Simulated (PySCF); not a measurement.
# The first ionisation energy along the halogens

All values are computed (PySCF 2.14, energy differences of UHF-based or UKS calculations, no spin-orbit coupling). Values in eV. The last column holds reference values (NIST; (s) semi-empirical, (t) theoretical, else measured). Unmarked ones compare directly (S terms, centres of terms, or small fine structure); those marked * lie between the lowest fine-structure levels and include a spin-orbit shift.

```json
{"element": "F (pcseg-2, non-relativistic)", "configurations": "[He] 2s2 2p5 → [He] 2s2 2p4", "UHF": "15.685", "MP2 (valence)": "17.254", "SCS-MP2 (valence)": "17.236", "CCSD (valence)": "17.157", "CCSD(T) (valence)": "17.201", "PBE0": "17.470", "reference": "17.427"}
{"element": "Cl (pcseg-2, non-relativistic)", "configurations": "[Ne] 3s2 3p5 → [Ne] 3s2 3p4", "UHF": "11.794", "MP2 (valence)": "12.638", "SCS-MP2 (valence)": "12.636", "CCSD (valence)": "12.598", "CCSD(T) (valence)": "12.622", "PBE0": "12.980", "reference": "12.974"}
{"element": "Br (pcseg-2, non-relativistic)", "configurations": "[Ar] 3d10 4s2 4p5 → [Ar] 3d10 4s2 4p4", "UHF": "10.767", "MP2 (valence)": "11.575", "SCS-MP2 (valence)": "11.572", "CCSD (valence)": "11.575", "CCSD(T) (valence)": "11.607", "PBE0": "11.850", "reference": "11.844"}
```

| method | elements | mean error (eV) | mean absolute error (eV) | largest error (eV) |
| --- | --- | --- | --- | --- |
| UHF | 3 | -1.333 | 1.333 | -1.742 |
| MP2 (valence) | 3 | -0.259 | 0.259 | -0.335 |
| SCS-MP2 (valence) | 3 | -0.267 | 0.267 | -0.337 |
| CCSD (valence) | 3 | -0.305 | 0.305 | -0.375 |
| CCSD(T) (valence) | 3 | -0.272 | 0.272 | -0.352 |
| PBE0 | 3 | 0.019 | 0.019 | 0.044 |

Errors include the incompleteness of the basis and the frozen core.

"Valence" correlates the outer s and p shells and, in groups 3 to 12 and the f block, the outer d or f shell, open or full, or the next shell where the ion has no valence electron left; the wider scheme adds the next inner shell.
